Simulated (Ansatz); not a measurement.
C2H4N2O can be A, `N=C1OC1N`, or B, `OC1=NCN1`.

Program: Ansatz. Geometries: PBE0-D4/def2-TZVP. ΔE: electronic, gas phase. CCSD(T)/CBS is the MP2 limit (def2-TZVPP, def2-QZVPP) plus CCSD(T) − MP2 in def2-TZVPP, frozen cores. Functionals use def2-TZVPP. B3LYP here is the variant with VWN-RPA as its local correlation; programs differ in this. Each species was taken in one conformer, which may not be the lowest.

(1) Which isomer does CCSD(T)/CBS put lower? Give the gap. (An estimate is asked.)

(2) Give E(B) − E(A) in kcal/mol with CCSD(T)/def2-SVP, CCSD(T)/def2-TZVPP, PBE-D4, MP2/def2-TZVPP, B3LYP, CCSD/def2-TZVPP, PBE0-D4. (Estimate.)

(3) Does the order hold for the free energy at 298.15 K (harmonic terms from PBE0-D4)? (Estimate.)

Largest T1 diagnostic: 0.016.

## Answers

(1) Ansatz gave: B, by 7.1 kcal/mol.

(2) Ansatz gave: CCSD(T)/def2-SVP -7.9, CCSD(T)/def2-TZVPP -7.1, PBE-D4 -2.1, MP2/def2-TZVPP -6.6, B3LYP -2.9, CCSD/def2-TZVPP -8.7, PBE0-D4 -6.7. None reverses the order clearly.

(3) The calculation gave: Yes: G(B) − G(A) = -5.6 kcal/mol, for one conformer each.

Leaving LDA and LC-ωPBE aside and taking each functional with its dispersion term where it has one, the values, not all of them listed here, spread over 9.5 kcal/mol, from PBE-QIDH to BLYP-D4. LDA lies −3.5 kcal/mol from PBE without D4. At CCSD(T), def2-SVP lies −0.7 kcal/mol from the extrapolated value and def2-TZVPP +0.0 kcal/mol.
